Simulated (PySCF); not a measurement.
Process, species as SMILES: ClCCl + 2 [H][H] (H2) → C (CH4) + 2 Cl (HCl)
B3LYP-D3(BJ)/def2-TZVP geometries, fixed; electronic energies without zero-point terms.
Largest species:
```
C
H 1 1.0832
H 1 1.0832 2 111.91
Cl 1 1.7804 2 108.02 3 118.77
Cl 1 1.7804 2 108.02 3 -118.77
```
Charge 0, spin multiplicity 1.

Basis-set convergence of the energy of full hydrogenation at PBE with PySCF. All functions are spherical. Density fitting with generated auxiliary sets. In sets without p functions on hydrogen, species with hydrogen take exact integrals. No added dispersion term, no relativity. Functions are those of the species that has most. Reference: the value in pcseg-3, -43.13 kcal/mol, itself unsure by roughly 0.10 kcal/mol (its mean distance from def2-QZVPP, cc-pV(Q+d)Z). Deviations are taken from unrounded values.

| basis | functions | energy of full hydrogenation (kcal/mol) |
|---|---|---|
| 6-31G* | 54 | -35.68 |
| 6-31+G* | 66 | -37.31 |
| def2-SVP | 60 | -43.46 |
| def2-SVPD | 90 | -47.77 |
| pcseg-1 | 60 | -44.83 |
| aug-pcseg-1 | 95 | -44.21 |
| cc-pV(D+d)Z | 70 | -43.35 |
| aug-cc-pV(D+d)Z | 105 | -45.44 |
| 6-311G** | 82 | -44.36 |
| 6-311+G** | 94 | -43.45 |
| def2-TZVP | 117 | -41.23 |
| def2-TZVPD | 147 | -42.35 |
| pcseg-2 | 126 | -43.12 |
| aug-pcseg-2 | 192 | -43.24 |
| cc-pV(T+d)Z | 136 | -43.04 |
| aug-cc-pV(T+d)Z | 202 | -43.42 |
| def2-TZVPP | 143 | -42.62 |
| def2-TZVPPD | 173 | -43.32 |

What the diffuse functions change, pair by pair:
- 6-31G* to 6-31+G*: 12 more functions, deviation 7.45 to 5.82 kcal/mol
- def2-SVP to def2-SVPD: 30 more functions, deviation -0.33 to -4.64 kcal/mol
- pcseg-1 to aug-pcseg-1: 35 more functions, deviation -1.71 to -1.09 kcal/mol
- cc-pV(D+d)Z to aug-cc-pV(D+d)Z: 35 more functions, deviation -0.23 to -2.31 kcal/mol
- 6-311G** to 6-311+G**: 12 more functions, deviation -1.23 to -0.32 kcal/mol
- def2-TZVP to def2-TZVPD: 30 more functions, deviation 1.89 to 0.78 kcal/mol
- pcseg-2 to aug-pcseg-2: 66 more functions, deviation 0.01 to -0.12 kcal/mol
- cc-pV(T+d)Z to aug-cc-pV(T+d)Z: 66 more functions, deviation 0.08 to -0.30 kcal/mol
- def2-TZVPP to def2-TZVPPD: 30 more functions, deviation 0.51 to -0.19 kcal/mol

They bring the value nearer the reference by more than 0.10 kcal/mol in 5 of 9 pairs.
